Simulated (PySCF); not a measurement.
Species, as SMILES: FF (F2).
Geometry (B3LYP-D3(BJ)/def2-TZVP, fixed):
```xyz
2

F      0.0000     0.0000    -0.6982
F      0.0000     0.0000     0.6982
```

How fast the isotropic shielding of F1 converges with the basis for several methods (PySCF): deviation from each method's own reference, in ppm. References: HF -128.55 ppm, the value in pcSseg-3; PBE -220.44 ppm, the value in pcSseg-3; PBE0 -196.08 ppm, the value in pcSseg-3. All functions are spherical. No added dispersion term, no relativity. GIAO; atoms are numbered in the order shown.

| basis | functions | HF | PBE | PBE0 |
|---|---|---|---|---|
| STO-3G | 10 | 241.21 | 226.45 | ? |
| pcseg-0 | 18 | 67.70 | 75.19 | ? |
| 3-21G | 18 | 84.35 | 90.07 | ? |
| pcSseg-1 | 34 | -2.31 | -3.06 | ? |
| 6-311++G(2d,2p) | 54 | -2.29 | 4.82 | ? |
| cc-pVQZ | 110 | 7.91 | 12.65 | ? |
| def2-QZVPP | 114 | 0.04 | 8.07 | ? |
| cc-pCVQZ | 168 | 6.94 | 6.56 | ? |

Task: Complete the blanks.

Result: 
- STO-3G, PBE0: 230.22
- pcseg-0, PBE0: 73.46
- 3-21G, PBE0: 88.62
- pcSseg-1, PBE0: -3.30
- 6-311++G(2d,2p), PBE0: 2.75
- cc-pVQZ, PBE0: 11.37
- def2-QZVPP, PBE0: 5.79
- cc-pCVQZ, PBE0: 6.68
